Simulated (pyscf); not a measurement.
Structures and frequencies: ωB97X-D3(BJ)/def2-SVP in PySCF.

Task: How much does it cost (ΔH, 298 K, ωB97M-D3(BJ)/def2-TZVP) to split `[O]=[Ta]([OH])([OH])[SH]` at its S–Ta bond into [O=Ta(OH)–OH]• + SH•?

Result: S–Ta to [O=Ta(OH)–OH]• + SH•: 3.90 eV. The 7 functionals that were run give +3.76 (M06-2X) to +4.30 eV (ωB97X-D3(BJ)/def2-TZVP). The radicals are drawn with the spin at the cut bond; how far it spreads was not checked. Other isomers of [O=Ta(OH)–OH]• were not searched in full and may lie lower. Left out: the spin-orbit lowering of SH. Open-shell species with a d-block atom are single-reference here; other states, and whether the spin sits on metal or ligand, were not checked. Elements past Kr carry the def2 core potentials, without spin-orbit coupling.
